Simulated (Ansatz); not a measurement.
`CC(C)=N` + HCl → `CC(=N)Cl` + CH₄  (substitution at a C–C bond)

Gas-phase electronic energies from Ansatz, PBE0-D4/def2-TZVP geometries. CCSD(T)/CBS adds triple-zeta CCSD(T) − MP2 to the extrapolated MP2 energy (def2 sets, frozen cores). This one scheme is used for every species. DFT in def2-TZVPP. One conformer a species, not always the lowest.

CCSD(T)/CBS gives 0.0 kcal/mol.

Task: Another level gave +1.3 kcal/mol. Which?
A. r2SCAN-D4/def2-TZVPP
B. PBE0-D4/def2-TZVPP
C. HF/def2-TZVPP
D. BHLYP-D4/def2-TZVPP

Result: C. HF/def2-TZVPP 1.3, BHLYP-D4 -0.4, r2SCAN-D4 -3.5, PBE0-D4 -1.6 kcal/mol.

Largest T1 diagnostic among the species: 0.012.

In def2-TZVPP, CCSD(T) changes the Hartree–Fock value by −1.1 kcal/mol (the triples alone add −0.9 kcal/mol) and MP2 by −2.2 kcal/mol. From BLYP to BHLYP (50 % exact exchange), in def2-TZVPP and without D4, ΔE moves by +4.0 kcal/mol.
